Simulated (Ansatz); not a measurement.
A calculation with Ansatz (development build ahead of 0.2.0).

```yaml
crystal:
  periodic: [false, false, false]
  atoms:
    - { symbol: Li, position_ang: [0.0, 0.0, 0.0] }
    - { symbol: O, position_ang: [0.0, 0.0, 1.688] }
basis:
  gaussian: { orbitals: def2-SVP }
magnetization:
  initial_magnetization: 1
hamiltonian:
  xc: hf
correlation:
  method: mp2
  frozen_orbitals: { Li: 0, O: 1 }
scf:
  omitted_lower_state_checks: [starts, atomic_configurations, cluster_reference, orbital_swaps, given_window_search, neighbouring_geometries, increment]
```

The input is written out in the form of the current development build from the run's settings. Correlation on restricted open-shell orbitals is semicanonical, with singles.

The run gave:

```yaml
Converged: yes
Reference_energy: -82.20345 hartree
Correlation_energy: -0.15584 hartree
Total_energy: -82.35929 hartree
Spin_squared_of_the_determinant: 0.750
Stability_test: minimum among restricted orbitals
Occupied_orbitals_by_symmetry_in_an_Abelian_subgroup_alpha;_beta: 4 A1 1 B1 1 B2; 4 A1 1 B1
```

Messages of the program:
```
mean field -2236.86981511 eV, -82.2034495003 hartree, gradient 4.0e-6 eV, S^2 0.750000; 0 other ends of a descent, 0 dependent functions left out
```
